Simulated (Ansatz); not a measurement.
**CHAlN (quartet): the correlation ladder, cc-pVTZ**

One table from this session's results is given with a row withheld; the runs are named, their logs left out.

Method: cc-pVTZ, core rule «outside noble gas», up to 7 orbitals frozen; program: Ansatz 0.2.0, Gaussian basis.

The runs, in order: UHF; CCSD(T) on ROHF; CCSD(T) on UHF; BCCD(T) on ROHF; CCSDT(Q) on ROHF; CCSDT(Q) on UHF.

5 further runs of the same task are left out: 5 set aside as unsound or not needed.

## What is computed

The geometry is a PBE0/def2-TZVP stationary point (not a proven minimum) of the parent state, kept for this charge and spin.

4 atoms, charge 0, spin multiplicity 4.

Atoms are counted from 1 here; the program's logs count them from 0.

Bond lengths: Al1–C2 2.001 Å, C2–N3 1.208 Å, N3–H4 1.022 Å. Angles: Al1–C2–N3 172.8°, C2–N3–H4 124.4°.

Set-up of the first run:

Contents of in.yaml:

```yaml
crystal:
  periodic: [false, false, false]
  atoms:
    - {symbol: Al, position_ang: [-0.000010, -0.130819, 2.269156]}
    - {symbol: C, position_ang: [0.000100, -0.117705, 0.267760]}
    - {symbol: N, position_ang: [-0.000031, -0.260415, -0.931731]}
    - {symbol: H, position_ang: [-0.000059, 0.508939, -1.605185]}
basis:
  gaussian: {orbitals: cc-pVTZ}
magnetization: {spin_polarized: true, initial_magnetization: 3}
hamiltonian: {xc: hf}
output: {orbitals: {seedname: orbitals}}
```

On the command line:

```console
> ansatz run in.yaml --threads 1 --pin off --events-out ev --progress --plain --max-ram 4096MiB --backend cpu
```

Among the steps run: UHF; CCSD(T) on ROHF; CCSD(T) on UHF; BCCD(T) on ROHF; CCSDT(Q) on ROHF; CCSDT(Q) on UHF.

One table of the session follows, with a row left open; its other results are not shown here.

```
   method  from UCCSDT(Q) (meV)
     ROHF              +11249.1
      UHF              +11188.8
     RMP2               +1052.8
     UMP2               +1080.0
    RCCSD                     ?
    UCCSD                +679.1
 RCCSD(T)                 +79.1
 UCCSD(T)                 +79.0
  BCCD(T)                 +73.6
   RCCSDT                 +53.6
   UCCSDT                 +51.7
RCCSDT(Q)                  +6.7
UCCSDT(Q)                     0
```

**Question.** Estimate the row for RCCSD.

As computed: from UCCSDT(Q) (meV): +683.8. In the column «from UCCSDT(Q) (meV)» it lies between UCCSD (+679.1) and RMP2 (+1052.8).

To keep in mind: Restricted and unrestricted rows rest on different reference determinants; where their highest levels disagree by more than a few hundredths of an eV, they describe different states and don't form one ladder.
